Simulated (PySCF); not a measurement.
# C3H2FN (SMILES C=C(F)C#N), step by step

Wanted: a single-point energy (LC-BLYP/ccECP-cc-pVDZ), then a single-point energy (M06-D4/ANO-R1) of C3H2FN. The job is set up through a Python script.

The results are computed with PySCF 2.14.0.

## 1. Starting point

C3H2FN: 7 atoms, total charge 0, spin state singlet. SMILES: `C=C(F)C#N`. The shape is that of a GFN2-xTB optimisation.

Bond lengths: C1–C2 1.327 Å, C2–F3 1.346 Å, C2–C4 1.421 Å, C4–N5 1.145 Å, C1–H6 1.074 Å, C1–H7 1.076 Å. Angles: C1–C2–F3 121.3°, C1–C2–C4 124.0°, F3–C2–C4 114.6°, C2–C4–N5 179.4°, C2–C1–H6 120.6°, C2–C1–H7 120.9°, H6–C1–H7 118.5°.

## 2. The energy at LC-BLYP/ccECP-cc-pVDZ (density fitting, core potential) (run 4)

Input file input.xyz:

```xyz
7

C      0.811480    -0.135480     0.675270
C     -0.170530    -0.354170    -0.189770
F     -0.473520    -1.597990    -0.604850
C     -0.979290     0.671270    -0.750470
N     -1.623990     1.504920    -1.196950
H      1.043180     0.862200     0.998460
H      1.392680    -0.950760     1.068310
```

Input file input.py:

```python
# C=C(F)C#N
from pyscf import gto, dft

mol = gto.M(
    atom='input.xyz',
    ecp='ccecp',
    verbose=3,
    basis='ccecp-cc-pvdz',
    max_memory=1860,
)

ks = dft.RKS(mol, xc='lc_blyp')
ks = ks.density_fit()
ks.kernel()

energy = ks.e_tot
print(f'total energy: {energy:.8f} hartree')
```

Run with:

```console
$ OMP_NUM_THREADS=1 python input.py
```

Standard output:

```text
WARN: Even tempered Gaussians are generated as DF auxbasis for  C H N F

WARN: Even tempered Gaussians are generated as DF auxbasis for  C H N F

converged SCF energy = -52.1434737152661
total energy: -52.14347372 hartree
```

It took 29 s on 1 thread of Intel Xeon at 2.50GHz (Skylake/Cascade Lake), shared host; peak memory 0.34 GiB.

## 3. A single-point energy at M06-D4/ANO-R1 (run 6)

Input file geometry.xyz:

```xyz
7
C3H2FN
C      0.811480    -0.135480     0.675270
C     -0.170530    -0.354170    -0.189770
F     -0.473520    -1.597990    -0.604850
C     -0.979290     0.671270    -0.750470
N     -1.623990     1.504920    -1.196950
H      1.043180     0.862200     0.998460
H      1.392680    -0.950760     1.068310
```

Input file calc.py:

```python
from pyscf import gto, dft

mol = gto.M(
    atom='geometry.xyz',
    symmetry=True,
    verbose=4,
    basis='ano-r1',
    max_memory=1860,
)

mf = dft.RKS(mol)
mf.xc = 'm06'
mf.disp = 'd4'
mf.kernel()

etot = mf.e_tot
print('Final energy', etot)
mf.analyze()
```

Run with:

```console
$ OMP_NUM_THREADS=1 python calc.py
```

Standard output:

```text
PySCF version 2.14.0

[INPUT] num. atoms = 7
[INPUT] num. electrons = 36
[INPUT] charge = 0
[INPUT] spin (= nelec alpha-beta = 2S) = 0
[INPUT] symmetry True subgroup None
[INPUT] Mole.unit = angstrom
[INPUT] Symbol           X                Y                Z      unit          X                Y                Z       unit  Magmom
[INPUT]  1 C      0.811480000000  -0.135480000000   0.675270000000 AA    1.533474955562  -0.256020095356   1.276075360135 Bohr   0.0
[INPUT]  2 C     -0.170530000000  -0.354170000000  -0.189770000000 AA   -0.322254996022  -0.669284301537  -0.358613326659 Bohr   0.0
[INPUT]  3 F     -0.473520000000  -1.597990000000  -0.604850000000 AA   -0.894823114504  -3.019763449794  -1.143000846443 Bohr   0.0
[INPUT]  4 C     -0.979290000000   0.671270000000  -0.750470000000 AA   -1.850589896525   1.268516455637  -1.418182764702 Bohr   0.0
[INPUT]  5 N     -1.623990000000   1.504920000000  -1.196950000000 AA   -3.068896329032   2.843886639380  -2.261907684798 Bohr   0.0
[INPUT]  6 H      1.043180000000   0.862200000000   0.998460000000 AA    1.971324498624   1.629321864600   1.886815946333 Bohr   0.0
[INPUT]  7 H      1.392680000000  -0.950760000000   1.068310000000 AA    2.631783779159  -1.796676010191   2.018813316134 Bohr   0.0

nuclear repulsion = 142.261862463775
point group symmetry = C1
symmetry origin: [0. 0. 0.]
symmetry axis x: [1. 0. 0.]
symmetry axis y: [0. 1. 0.]
symmetry axis z: [0. 0. 1.]
num. orbitals of irrep A = 80
number of shells = 19
number of NR pGTOs = 296
number of NR cGTOs = 80
basis = ano-r1
ecp = {}

******** <class 'pyscf.dft.rks.RKS'> ********
method = RKS
initial guess = minao
damping factor = 0
level_shift factor = 0
DIIS = <class 'pyscf.scf.diis.CDIIS'>
diis_start_cycle = 1
diis_space = 8
diis_damp = 0
SCF conv_tol = 1e-09
SCF conv_tol_grad = None
SCF max_cycles = 50
direct_scf = True
direct_scf_tol = 1e-13
XC library pyscf.dft.libxc version 7.0.0
    S. Lehtola, C. Steigemann, M. J.T. Oliveira, and M. A.L. Marques.,  SoftwareX 7, 1–5 (2018)
XC functionals = m06
    Y. Zhao and D. G. Truhlar.,  Theor. Chem. Acc. 120, 215 (2008)
    Y. Zhao and D. G. Truhlar.,  Theor. Chem. Acc. 120, 215 (2008)
radial grids:
    Treutler-Ahlrichs [JCP 102, 346 (1995); DOI:10.1063/1.469408] (M4) radial grids

becke partition: Becke, JCP 88, 2547 (1988); DOI:10.1063/1.454033
pruning grids: <function nwchem_prune>
grids dens level: 3
symmetrized grids: True
atomic radii adjust function: <function treutler_atomic_radii_adjust>
small_rho_cutoff = 0
Set gradient conv threshold to 3.16228e-05
Initial guess from minao.
tot grids = 90136
Calc dispersion correction with DFTD4.
Parameters: xc=m06, atm=True
init E= -270.674511958632
  HOMO = -0.304359593681491  LUMO = -0.102947086474934  gap/eV = 5.48071
cycle= 1 E= -269.879245531678  delta_E= 0.795  |g|= 0.682  |ddm|= 3.71
  HOMO = -0.290269716273829  LUMO = -0.0595045450707188  gap/eV = 6.27944
cycle= 2 E= -269.636415480312  delta_E= 0.243  |g|= 1.29  |ddm|= 1.43
  HOMO = -0.292159432422521  LUMO = -0.0456197180919702  gap/eV = 6.70869
cycle= 3 E= -269.962790728822  delta_E= -0.326  |g|= 0.208  |ddm|= 1.03
  HOMO = -0.304673275622503  LUMO = -0.0543894349773355  gap/eV = 6.81057
cycle= 4 E= -269.971286769755  delta_E= -0.0085  |g|= 0.0632  |ddm|= 0.208
  HOMO = -0.307316278067346  LUMO = -0.0568039170861976  gap/eV = 6.81679
cycle= 5 E= -269.972111551056  delta_E= -0.000825  |g|= 0.0143  |ddm|= 0.0637
  HOMO = -0.305097604447897  LUMO = -0.0544554723073825  gap/eV = 6.82032
cycle= 6 E= -269.972165290069  delta_E= -5.37e-05  |g|= 0.00369  |ddm|= 0.0158
  HOMO = -0.305180164869583  LUMO = -0.054499386132985  gap/eV = 6.82137
cycle= 7 E= -269.972167488838  delta_E= -2.2e-06  |g|= 0.00199  |ddm|= 0.00522
  HOMO = -0.305297677003847  LUMO = -0.0546089624571291  gap/eV = 6.82159
cycle= 8 E= -269.972168417337  delta_E= -9.28e-07  |g|= 0.000232  |ddm|= 0.00195
  HOMO = -0.305272196856618  LUMO = -0.0545942509158799  gap/eV = 6.82129
cycle= 9 E= -269.97216843056  delta_E= -1.32e-08  |g|= 0.000105  |ddm|= 0.000332
  HOMO = -0.305278680351829  LUMO = -0.0545975130116947  gap/eV = 6.82138
cycle= 10 E= -269.972168433624  delta_E= -3.06e-09  |g|= 2e-05  |ddm|= 9.86e-05
  HOMO = -0.305279293834099  LUMO = -0.0545985066037424  gap/eV = 6.82137
cycle= 11 E= -269.972168433777  delta_E= -1.53e-10  |g|= 8.68e-06  |ddm|= 3.13e-05
  HOMO = -0.305279328347535  LUMO = -0.0545985277836225  gap/eV = 6.82137
Extra cycle  E= -269.972168433736  delta_E= 4.08e-11  |g|= 1.77e-05  |ddm|= 2.17e-05
converged SCF energy = -269.972168433736
Final energy -269.97216843373593
**** SCF Summaries ****
Total Energy =                        -269.972168433735931
Nuclear Repulsion Energy =             142.261862463775060
One-electron Energy =                 -650.037043258666358
Two-electron Energy =                  237.803715914303780
Two-electron Coulomb Energy =          272.048970432087458
DFT Exchange-Correlation Energy =      -34.245254517783678
HOMO-LUMO gap [eV] =                     6.821372031947269
Empirical Dispersion Energy =           -0.000703553148433
**** MO energy ****
MO #1   energy= -24.7938017178212  occ= 2
MO #2   energy= -14.4090142142907  occ= 2
MO #3   energy= -10.380875122115   occ= 2
MO #4   energy= -10.2999948639347  occ= 2
MO #5   energy= -10.2821576774822  occ= 2
MO #6   energy= -1.28362492959653  occ= 2
MO #7   energy= -0.936196615891371 occ= 2
MO #8   energy= -0.835015136871552 occ= 2
MO #9   energy= -0.697415427747092 occ= 2
MO #10  energy= -0.60502859092185  occ= 2
MO #11  energy= -0.535590307910163 occ= 2
MO #12  energy= -0.509574955082413 occ= 2
MO #13  energy= -0.462923412505279 occ= 2
MO #14  energy= -0.437834528774648 occ= 2
MO #15  energy= -0.397463755520694 occ= 2
MO #16  energy= -0.388163368051144 occ= 2
MO #17  energy= -0.378752216917461 occ= 2
MO #18  energy= -0.305279328347535 occ= 2
MO #19  energy= -0.0545985277836225 occ= 0
MO #20  energy= 0.00373550866141859 occ= 0
MO #21  energy= 0.0195719699436996 occ= 0
MO #22  energy= 0.0502540971081009 occ= 0
MO #23  energy= 0.0763178848628936 occ= 0
MO #24  energy= 0.117542192097016  occ= 0
MO #25  energy= 0.14340879303589   occ= 0
MO #26  energy= 0.229187912249851  occ= 0
MO #27  energy= 0.274091507098637  occ= 0
MO #28  energy= 0.316564687404714  occ= 0
MO #29  energy= 0.336623189028066  occ= 0
MO #30  energy= 0.34306925844963   occ= 0
MO #31  energy= 0.412302944365443  occ= 0
MO #32  energy= 0.470918556873642  occ= 0
MO #33  energy= 0.476351558377918  occ= 0
MO #34  energy= 0.527889272433438  occ= 0
MO #35  energy= 0.55920921775894   occ= 0
MO #36  energy= 0.587632655436068  occ= 0
MO #37  energy= 0.615752450745119  occ= 0
MO #38  energy= 0.657214017559717  occ= 0
MO #39  energy= 0.695768160252292  occ= 0
MO #40  energy= 0.73030969148044   occ= 0
MO #41  energy= 0.798513501410597  occ= 0
MO #42  energy= 0.814496239507212  occ= 0
MO #43  energy= 0.886265470608508  occ= 0
MO #44  energy= 0.904417713692993  occ= 0
MO #45  energy= 0.952526760651657  occ= 0
MO #46  energy= 0.989435366390071  occ= 0
MO #47  energy= 1.00389601963772   occ= 0
MO #48  energy= 1.07144061988123   occ= 0
MO #49  energy= 1.13154201289334   occ= 0
MO #50  energy= 1.21003616357487   occ= 0
MO #51  energy= 1.29532568851214   occ= 0
MO #52  energy= 1.3499100603489    occ= 0
MO #53  energy= 1.38851174385264   occ= 0
MO #54  energy= 1.44258689384405   occ= 0
MO #55  energy= 1.44955260610912   occ= 0
MO #56  energy= 1.54252117111456   occ= 0
MO #57  energy= 1.57614467925882   occ= 0
MO #58  energy= 1.64338640043959   occ= 0
MO #59  energy= 1.6599240511215    occ= 0
MO #60  energy= 1.7271221459134    occ= 0
MO #61  energy= 1.79106189581631   occ= 0
MO #62  energy= 1.82039965426166   occ= 0
MO #63  energy= 1.89608350162661   occ= 0
MO #64  energy= 1.97002570196753   occ= 0
MO #65  energy= 1.98947404889358   occ= 0
MO #66  energy= 2.02580394283504   occ= 0
MO #67  energy= 2.06466310598364   occ= 0
MO #68  energy= 2.29346784268739   occ= 0
MO #69  energy= 2.5643834344563    occ= 0
MO #70  energy= 2.6283239790924    occ= 0
MO #71  energy= 2.6949845133484    occ= 0
MO #72  energy= 2.74533929260585   occ= 0
MO #73  energy= 2.84895800232551   occ= 0
MO #74  energy= 2.96047114048101   occ= 0
MO #75  energy= 3.0125814007634    occ= 0
MO #76  energy= 3.31079725991761   occ= 0
MO #77  energy= 3.39140600846077   occ= 0
MO #78  energy= 3.59731939478523   occ= 0
MO #79  energy= 3.65451565460815   occ= 0
MO #80  energy= 4.53804016167755   occ= 0
 ** Mulliken pop on meta-lowdin orthogonal AOs  **
 ** Mulliken pop  **
pop of  0 C 1s            1.99984
pop of  0 C 2s            1.02671
pop of  0 C 3s            0.00544
pop of  0 C 2px           1.04033
pop of  0 C 2py           1.14988
pop of  0 C 2pz           1.02663
pop of  0 C 3px           0.00700
pop of  0 C 3py           0.00859
pop of  0 C 3pz           0.00563
pop of  0 C 3dxy          0.00055
pop of  0 C 3dyz          0.00042
pop of  0 C 3dz^2         0.00121
pop of  0 C 3dxz          0.00282
pop of  0 C 3dx2-y2       0.00178
pop of  1 C 1s            1.99985
pop of  1 C 2s            0.88200
pop of  1 C 3s            0.00908
pop of  1 C 2px           1.03341
pop of  1 C 2py           0.73532
pop of  1 C 2pz           1.02138
pop of  1 C 3px           0.00935
pop of  1 C 3py           0.01598
pop of  1 C 3pz           0.00776
pop of  1 C 3dxy          0.00456
pop of  1 C 3dyz          0.00365
pop of  1 C 3dz^2         0.00259
pop of  1 C 3dxz          0.00270
pop of  1 C 3dx2-y2       0.00260
pop of  2 F 1s            1.99999
pop of  2 F 2s            1.82677
pop of  2 F 3s            0.00276
pop of  2 F 2px           1.91865
pop of  2 F 2py           1.58743
pop of  2 F 2pz           1.89272
pop of  2 F 3px           0.00244
pop of  2 F 3py           0.00209
pop of  2 F 3pz           0.00213
pop of  2 F 3dxy          0.00147
pop of  2 F 3dyz          0.00182
pop of  2 F 3dz^2         0.00089
pop of  2 F 3dxz          0.00025
pop of  2 F 3dx2-y2       0.00240
pop of  3 C 1s            1.99984
pop of  3 C 2s            0.91539
pop of  3 C 3s            0.01392
pop of  3 C 2px           0.97560
pop of  3 C 2py           0.99497
pop of  3 C 2pz           0.96374
pop of  3 C 3px           0.01291
pop of  3 C 3py           0.02138
pop of  3 C 3pz           0.00767
pop of  3 C 3dxy          0.00211
pop of  3 C 3dyz          0.00158
pop of  3 C 3dz^2         0.00157
pop of  3 C 3dxz          0.00099
pop of  3 C 3dx2-y2       0.00188
pop of  4 N 1s            1.99994
pop of  4 N 2s            1.55177
pop of  4 N 3s            0.00543
pop of  4 N 2px           1.18816
pop of  4 N 2py           1.27087
pop of  4 N 2pz           1.12121
pop of  4 N 3px           0.00217
pop of  4 N 3py           0.00259
pop of  4 N 3pz           0.00185
pop of  4 N 3dxy          0.00740
pop of  4 N 3dyz          0.00454
pop of  4 N 3dz^2         0.00239
pop of  4 N 3dxz          0.00297
pop of  4 N 3dx2-y2       0.00333
pop of  5 H 1s            0.82428
pop of  5 H 2s            0.00746
pop of  5 H 2px           0.00048
pop of  5 H 2py           0.00104
pop of  5 H 2pz           0.00058
pop of  6 H 1s            0.82928
pop of  6 H 2s            0.00788
pop of  6 H 2px           0.00065
pop of  6 H 2py           0.00082
pop of  6 H 2pz           0.00052
 ** Mulliken atomic charges  **
charge of    0C =     -0.27682
charge of    1C =      0.26978
charge of    2F =     -0.24179
charge of    3C =      0.08645
charge of    4N =     -0.16462
charge of    5H =      0.16615
charge of    6H =      0.16084
Dipole moment(X, Y, Z, Debye):  2.40637, -0.99228,  1.93012
```

It took 40 s on 1 thread of Intel Xeon at 2.50GHz (Skylake/Cascade Lake), shared host; peak memory 0.43 GiB.

## 4. Results

| quantity | value |
| --- | --- |
| run 4, LC-BLYP/ccECP-cc-pVDZ: total energy | -52.14347 Eh |
| run 4, LC-BLYP/ccECP-cc-pVDZ: dipole moment | 3.12 D |
| run 4, LC-BLYP/ccECP-cc-pVDZ: HOMO energy | -10.65 eV |
| run 4, LC-BLYP/ccECP-cc-pVDZ: LUMO energy | 0.52 eV |
| run 4, LC-BLYP/ccECP-cc-pVDZ: HOMO–LUMO gap | 11.16 eV |
| run 6, M06-D4/ANO-R1: total energy | -269.97217 Eh |
| run 6, M06-D4/ANO-R1: dipole moment | 3.24 D |
| run 6, M06-D4/ANO-R1: HOMO energy | -8.31 eV |
| run 6, M06-D4/ANO-R1: LUMO energy | -1.49 eV |
| run 6, M06-D4/ANO-R1: HOMO–LUMO gap | 6.82 eV |
| run 6, M06-D4/ANO-R1: dispersion energy | -1.85 kJ/mol |

**Reading.** The basis (run 6, M06-D4/ANO-R1) was made for a relativistic Hamiltonian, but the run is non-relativistic.
